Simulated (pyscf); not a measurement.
Optimised with ωB97X-D3(BJ)/def2-SVP in PySCF.

Question: For H₃C–CH₂–C•=NH (SMILES CC[C]=N) → H₂C=C=NH (SMILES C=C=N) + CH₃• (SMILES [CH3]), a bond scission (doublet surface; C–C broken, none formed), PBE/def2-TZVP gives ΔE‡ = 37.4 kcal/mol and ΔE = +33.9 kcal/mol (zero: the reactant's lowest minimum found). In which direction and how far do B3LYP-D3(BJ)/def2-TZVP, PBE0-D3(BJ)/def2-TZVP, ωB97M-D3(BJ)/def2-TZVP move these?

Answer: B3LYP-D3(BJ): ΔE‡ = 38.4 kcal/mol, ΔE = +32.8 kcal/mol; PBE0-D3(BJ): ΔE‡ = 42.5 kcal/mol, ΔE = +37.0 kcal/mol; ωB97M-D3(BJ): ΔE‡ = 42.8 kcal/mol, ΔE = +34.6 kcal/mol. PBE's barrier lies under all of them, by 1.1 to 5.4 kcal/mol. Its reaction energy lies among theirs. On the reactant side the descent ends in a point that may be a rotor saddle (no frequency run), 4.2 kcal/mol over the lowest minimum found and 40.9 kcal/mol under the saddle at ωB97X-D3(BJ)/def2-TZVP. At ωB97X-D3(BJ)/def2-TZVP the barrier from the zero used here is 45.1 kcal/mol. The same reactants have a lower exit, to H₃C–CH₂–C≡N + H• (no saddle counted: cutting one bond, which may have a small barrier of its own, costs +21.4 kcal/mol at ωB97M-D3(BJ)/def2-TZVP, against +42.8 kcal/mol here). H₃C–CH₂–C•=NH lies 11.5 kcal/mol over its isomer H₃C–C(CH₃)=N• (electronic energy, ωB97M-D3(BJ)/def2-TZVP). H₂C=C=NH lies 26.0 kcal/mol over its isomer H₃C–C≡N (electronic energy, ωB97M-D3(BJ)/def2-TZVP). This is the saddle that the search found; another between the same sides may lie lower.
